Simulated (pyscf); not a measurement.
`[CH3][SnH3]` + `[H]` [doublet] → `[CH4]` + `[SnH3]` [doublet] (substitution at C; doublet surface; C–Sn broken, C–H formed). PySCF, gas phase, ωB97X-D3(BJ)/def2-SVP geometries. Correlated levels are frozen-core, on RHF or UHF. ΔMP2 is the change of the MP2 total energy from the triple- to the quadruple-zeta basis. Energies in kcal/mol from the separated reactants.

```csv
level,barrier,reaction energy
ωB97X-D3(BJ)/def2-TZVP,18.0,-35.7
B3LYP-D3(BJ)/def2-TZVP,…,-42.2
PBE0-D3(BJ)/def2-TZVP,12.3,-38.5
HF/def2-TZVP,29.1,-39.0
MP2/def2-QZVPP,20.9,-33.9
CCSD/def2-TZVPP,17.8,-40.0
CCSD(T)/def2-TZVPP + ΔMP2(QZVPP),…,…
```

**Question.** What belongs in the gaps?

**Answer.** 
- B3LYP-D3(BJ)/def2-TZVP, barrier: 10.0
- CCSD(T)/def2-TZVPP + ΔMP2(QZVPP), barrier: 16.1
- CCSD(T)/def2-TZVPP + ΔMP2(QZVPP), reaction energy: -37.9

The same reactants have a lower exit, to SnH₄ + CH₃• (barrier +9.1 kcal/mol at ωB97M-D3(BJ), against +15.9 kcal/mol here). This is the saddle that the search found; another between the same sides may lie lower. The angle at the attacked C is 180°. The CCSD(T) − MP2 part came from Ansatz, without density fitting, on the same reference. The frozen core leaves the outer d or s,p core shells of the metals and heavy elements correlated in the MP2 and CC values, and def2-TZVPP describes them poorly, which can shift differences by a few kcal/mol. Elements past Kr carry the def2 core potentials, without spin-orbit coupling.
